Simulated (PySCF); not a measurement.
Geometry (Å), atoms numbered from 1 in this order:
```xyz
7

Al    0.526    0.920    0.008
H     2.120    0.934    0.026
H    -0.250    2.311   -0.055
C    -0.451   -0.775    0.022
H    -0.539   -1.159   -1.011
H    -1.476   -0.675    0.412
H     0.070   -1.555    0.600
```

[PySCF 2.14: structure optimised with PBE0-D3(BJ)/def2-SVP; σ from GIAO-B3LYP/pcSseg-1 (pcSseg-2 on Al); fast rotation and ring inversion assumed for equivalent nuclei; isolated molecule; one computed conformer; no relativistic terms]

Scale: 13C (179.24 ppm) and 1H (31.38 ppm) vs TMS; 27Al (571.15 ppm) against [Al(H2O)6]3+ (reference shieldings calculated alike).

```
   atoms  nucleus  count  δ (ppm)
H5/H6/H7       1H      3    -0.05
     Al1     27Al      1        ?
   H2/H3       1H      2     5.40
      C4      13C      1        ?
```

**Question.** Complete the table.

**Answer.** 
- C4: -5.5 ppm, carbon bonded to Al, 3 H
- Al1: 318.8 ppm, aluminium bonded to C, 2 H

Hydrides on Al or Ga are broadened by the quadrupolar metal nucleus. Shifts are as computed, not scaled to solution data. Of 1211 compounds with measured shifts, 218 miss one by over three times the rms of a fit or turn the order of signals round; such compounds aren't used in these exercises.
